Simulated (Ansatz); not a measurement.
# AlBH (quartet): PBE-QIDH, RPA-PBE over a scan of the distance Al2–H3, 6-31G

Aim: run AlBH (quartet) with these functionals over a scan of the distance Al2–H3, and hold them against the top wave-function level at the same points.

Program: Ansatz 0.2.0, Gaussian basis. Level of theory: 6-31G, all electrons in the functionals, frozen cores in the correlation of double hybrids and RPA. These are calculated values, not measurements.

Plan: PBE-QIDH, RPA-PBE, at 1.239 Å; 1.408 Å; 1.577 Å; 1.720 Å; 1.880 Å; 2.203 Å; 2.560 Å; 2.881 Å; 3.434 Å; 4.292 Å; 5.249 Å.

21 further runs of the same task are left out: 2 for a mislabelled method, 16 that didn't finish, 3 set aside as unsound or not needed.

### Step 1. The system

The geometry derives from a PBE0/def2-TZVP stationary point (not a proven minimum). One bond is set to the value named and the two fragments are kept rigid.

3 atoms, charge 0, spin multiplicity 4.

Atoms are counted from 1 here; the program's logs count them from 0.

Bond lengths: B1–Al2 1.937 Å, Al2–H3 1.577 Å. Angles: B1–Al2–H3 180.0°.

Coordinates:

```xyz
3
charge 0, multiplicity 4
B     0.0000    0.0000    1.8170
Al    0.0000    0.0000   -0.1200
H     0.0000    0.0000   -1.6970
```

No dispersion term is added.

The geometry shown and the zero of energy belong to the point 1.577 Å. The yardstick, FCI, and other wave-function levels (R restricted, U unrestricted, valence and pair active spaces) come from earlier runs.

### Step 2. PBE-QIDH, 1.239 Å

The input, in.yaml:

```yaml
crystal:
  periodic: [false, false, false]
  atoms:
    - {symbol: B, position_ang: [0.000000, 0.000000, 1.704333]}
    - {symbol: Al, position_ang: [0.000000, 0.000000, -0.232667]}
    - {symbol: H, position_ang: [0.000000, 0.000000, -1.471667]}
basis:
  gaussian: {orbitals: 6-31G}
magnetization: {spin_polarized: true, initial_magnetization: 3}
hamiltonian: {xc: {name: PBE-QIDH}}
correlation: {electrons: outside_noble_gas}
```

Run with:

```console
ansatz run in.yaml --threads 1 --pin off --events-out ev --progress --plain --max-ram 2393MiB
```

Further steps of the session: PBE-QIDH, 1.408 Å; PBE-QIDH, 1.577 Å; PBE-QIDH, 1.720 Å; PBE-QIDH, 1.880 Å; PBE-QIDH, 2.203 Å; PBE-QIDH, 2.560 Å; PBE-QIDH, 2.881 Å; PBE-QIDH, 3.434 Å; PBE-QIDH, 4.292 Å; PBE-QIDH, 5.249 Å; RPA-PBE, 1.239 Å; RPA-PBE, 1.408 Å; RPA-PBE, 1.577 Å; RPA-PBE, 1.720 Å; RPA-PBE, 1.880 Å; RPA-PBE, 2.203 Å; RPA-PBE, 2.560 Å; RPA-PBE, 2.881 Å; RPA-PBE, 3.434 Å; RPA-PBE, 4.292 Å; RPA-PBE, 5.249 Å.

**Question.** What will the summary of the whole plan be? Wanted: span of the FCI curve; largest miss, PBE-QIDH; largest miss, RPA-PBE.

As calculated:

| quantity | value |
| --- | --- |
| span of the FCI curve | 49.9 kcal/mol |
| largest miss, PBE-QIDH | +12.1 kcal/mol (5.249 Å) |
| largest miss, RPA-PBE | -3.6 kcal/mol (5.249 Å) |

In words: Of the functionals, RPA-PBE keep the smallest largest miss at the points compared (at most 3.6 kcal/mol) and PBE-QIDH strays most (12.1 kcal/mol, at 5.249 Å). PBE-QIDH clearly breaks the spin symmetry at some points (⟨S²⟩ up to 0.53 above the pure value), so energy there is bought with a mixed spin. Functionals and the yardstick converge differently with the basis, so part of each miss in 6-31G is the basis.
